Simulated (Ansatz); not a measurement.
Litharge SnO, treated with PBEsol (Ansatz, an electronic-structure program, plane waves, PAW).

Numerical settings: plane-wave cutoff 520 eV, 10×10×8 k mesh (along the axes of the cell as run), Fermi–Dirac smearing 0.01 eV, scalar-relativistic PAW data made under PBE.

Cell (relaxed at this level):

```cif
data_O2Sn2
_chemical_formula_sum 'Sn2 O2'
_space_group_name_H-M_alt 'P 1'
_space_group_IT_number 1
_cell_length_a 3.80494
_cell_length_b 3.80494
_cell_length_c 4.74999
_cell_angle_alpha 90.000
_cell_angle_beta 90.000
_cell_angle_gamma 90.000
loop_
_space_group_symop_operation_xyz
  'x, y, z'
loop_
_atom_site_label
_atom_site_type_symbol
_atom_site_fract_x
_atom_site_fract_y
_atom_site_fract_z
_atom_site_occupancy
Sn1 Sn 0.50000 0.00000 0.75749 1
Sn2 Sn 0.00000 0.50000 0.24251 1
O1 O 0.50000 0.50000 0.00000 1
O2 O 0.00000 0.00000 0.00000 1
```

Problem. Estimate the bulk modulus that the calculation returns.

Solution. 
* **bulk modulus**: 32.5 GPa

The run finds no gap.

Measured, for comparison: bulk modulus 35 ± 1 GPa (temperature not stated, no zero-point or thermal correction, equation of state from high-pressure X-ray diffraction; as tabulated in Giefers, Porsch, Wortmann, Structural study of SnO at high pressure …). Computed (rounded) less measured: bulk modulus -7 %.

Note: the cell comes from a level without a dispersion term, which matters for the spacing of layers, chains or molecules; the gap of the solid is closed in this run; this level leaves the solid without a gap, although one is measured; the bulk modulus comes from volumes at which shape and atoms were relaxed.

Spin–orbit coupling is not included; it can open a gap where bands touch, and shift volumes and moduli.

The computed numbers hold no vibrational or temperature effects.

Computing time: very roughly 5 core-minutes.
